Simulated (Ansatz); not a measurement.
We consider anatase TiO2 (metastable phase), described by Hartree–Fock in Ansatz (plane waves, PAW).

Settings: plane-wave cutoff 460 eV, 8×8×8 k mesh, Fermi–Dirac smearing 0.01 eV, no spin polarisation, scalar-relativistic PAW data made under PBE.

Cell (measured lattice):

TiO₂ has the tetragonal space group I4₁/amd, origin choice 1 (No. 141), the anatase structure, Pearson symbol tI12. Conventional cell: a = b = 3.7842 Å, c = 9.5146 Å, α = β = γ = 90.00°. Ti on 4a is surrounded by 6 O at 1.934–1.980 Å. O on 8e sees 3 Ti at 1.934–1.980 Å. (Neighbours: up to the widest gap in distance over summed covalent radii, below 1.35, at either atom; cation-cation and far metal-metal contacts left out.)
(The calculation used a cell of 6 atoms; values per cell refer to that cell.)

Give the computed band gap, smallest direct gap on the k points sampled and direct gap at Γ.


- band gap = 12.75 eV (indirect)
- smallest direct gap on the k points sampled = 13.19 eV
- direct gap at Γ = 13.38 eV

Note: cell and atoms aren't relaxed at this level (largest force component 0.35 eV/Å, pressure -2.0 GPa).

The computed numbers hold no vibrational or temperature effects.

Ansatz is a first-principles code.
